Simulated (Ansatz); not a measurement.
Born–Oppenheimer molecular dynamics of AlH$_{6}$Si (8 atoms, charge 0, multiplicity 2). It starts at the highest image of a converged band. Of that band: A vibrational analysis at the climbing image gives 4 clearly imaginary modes (558i, 273i, 65i, 62i cm⁻¹): a point of higher order. A lower path may pass nearby, or the ends, which weren't checked, may share the extra mode.

Method: UKS PBE0/6-31G* (Ansatz 0.2.0).

```json
{"ensemble": "NVE (velocity Verlet)", "time step": "0.5 fs", "steps asked": "200", "starting velocities drawn for": "300 K", "seed": "4374"}
```

Frames 0.5 fs apart, positions in Å.

Velocities at 45 fs (Å/ps):

```
Al -0.81 -1.78 -3.67
H 5.93 -1.65 53.34
H 4.75 25.99 47.38
H 14.11 40.54 31.17
Si -0.24 -1.09 -0.88
H 1.14 -3.51 -8.30
H 15.29 9.59 2.03
H -12.89 7.07 -3.11
```

```xyz
8
Properties=species:S:1:pos:R:3 time_fs=45 energy_less_start_eV=-0.279 T=660
Al 0.027 0.072 -0.196
H -0.126 0.442 2.068
H 1.109 -1.143 0.036
H -1.495 -0.370 0.251
Si -0.006 -0.024 3.703
H -0.518 -1.389 3.932
H 1.454 0.100 4.019
H -0.875 1.056 4.277
8
Properties=species:S:1:pos:R:3 time_fs=45.5 energy_less_start_eV=-0.325 T=720
Al 0.026 0.071 -0.198
H -0.122 0.440 2.097
H 1.111 -1.129 0.059
H -1.488 -0.350 0.266
Si -0.006 -0.025 3.703
H -0.518 -1.391 3.927
H 1.462 0.105 4.020
H -0.881 1.059 4.276
8
Properties=species:S:1:pos:R:3 time_fs=46 energy_less_start_eV=-0.373 T=781
Al 0.026 0.070 -0.199
H -0.118 0.437 2.130
H 1.113 -1.115 0.082
H -1.480 -0.329 0.280
Si -0.006 -0.025 3.702
H -0.517 -1.393 3.923
H 1.468 0.110 4.022
H -0.886 1.061 4.275
8
Properties=species:S:1:pos:R:3 time_fs=46.5 energy_less_start_eV=-0.417 T=836
Al 0.025 0.069 -0.201
H -0.114 0.431 2.166
H 1.115 -1.101 0.105
H -1.472 -0.308 0.293
Si -0.006 -0.025 3.701
H -0.517 -1.395 3.919
H 1.472 0.114 4.023
H -0.891 1.062 4.275
8
Properties=species:S:1:pos:R:3 time_fs=47 energy_less_start_eV=-0.450 T=879
Al 0.025 0.068 -0.203
H -0.109 0.424 2.205
H 1.117 -1.086 0.127
H -1.464 -0.287 0.306
Si -0.006 -0.025 3.700
H -0.517 -1.397 3.914
H 1.476 0.119 4.025
H -0.894 1.062 4.276
8
Properties=species:S:1:pos:R:3 time_fs=47.5 energy_less_start_eV=-0.466 T=898
Al 0.025 0.067 -0.204
H -0.103 0.416 2.245
H 1.119 -1.071 0.149
H -1.456 -0.265 0.318
Si -0.006 -0.025 3.699
H -0.517 -1.399 3.910
H 1.477 0.123 4.028
H -0.897 1.061 4.277
8
Properties=species:S:1:pos:R:3 time_fs=48 energy_less_start_eV=-0.456 T=885
Al 0.024 0.066 -0.206
H -0.098 0.406 2.286
H 1.121 -1.055 0.171
H -1.449 -0.244 0.330
Si -0.006 -0.025 3.698
H -0.517 -1.402 3.906
H 1.477 0.127 4.030
H -0.898 1.058 4.278
8
Properties=species:S:1:pos:R:3 time_fs=48.5 energy_less_start_eV=-0.416 T=833
Al 0.024 0.065 -0.207
H -0.092 0.397 2.326
H 1.123 -1.040 0.193
H -1.442 -0.223 0.341
Si -0.006 -0.025 3.696
H -0.517 -1.404 3.902
H 1.474 0.130 4.033
H -0.899 1.053 4.280
8
Properties=species:S:1:pos:R:3 time_fs=49 energy_less_start_eV=-0.346 T=744
Al 0.023 0.064 -0.209
H -0.086 0.387 2.362
H 1.125 -1.024 0.214
H -1.436 -0.201 0.352
Si -0.006 -0.025 3.695
H -0.517 -1.406 3.898
H 1.470 0.134 4.037
H -0.898 1.048 4.284
8
Properties=species:S:1:pos:R:3 time_fs=49.5 energy_less_start_eV=-0.258 T=632
Al 0.023 0.063 -0.210
H -0.080 0.377 2.392
H 1.127 -1.009 0.235
H -1.431 -0.180 0.362
Si -0.006 -0.025 3.694
H -0.516 -1.408 3.893
H 1.465 0.137 4.040
H -0.897 1.041 4.288
8
Properties=species:S:1:pos:R:3 time_fs=50 energy_less_start_eV=-0.171 T=522
Al 0.022 0.062 -0.212
H -0.074 0.369 2.415
H 1.130 -0.994 0.256
H -1.426 -0.159 0.373
Si -0.006 -0.025 3.694
H -0.516 -1.410 3.890
H 1.458 0.139 4.045
H -0.895 1.033 4.292
8
Properties=species:S:1:pos:R:3 time_fs=50.5 energy_less_start_eV=-0.111 T=446
Al 0.022 0.061 -0.213
H -0.069 0.363 2.429
H 1.133 -0.979 0.276
H -1.423 -0.138 0.383
Si -0.006 -0.024 3.693
H -0.515 -1.411 3.886
H 1.449 0.141 4.050
H -0.892 1.024 4.298
```

Of the whole run (100 fs, mean temperature of the second half 559 K): The conserved energy stayed within 0.4 meV per atom of its start (net change -0.21 meV per atom), so the integration is sound. The kinetic energy rose, since the run started high on the potential surface and went downhill. It ends in pieces (AlH2 + H4Si), so much of that is their flight and rotation, not heat. A run of 0.1 ps of so small a system gives no equilibrium averages.

Time of the run: 7.3 min on 1 thread of Arm Neoverse V2 (shared host), peak memory 0.12 GiB.
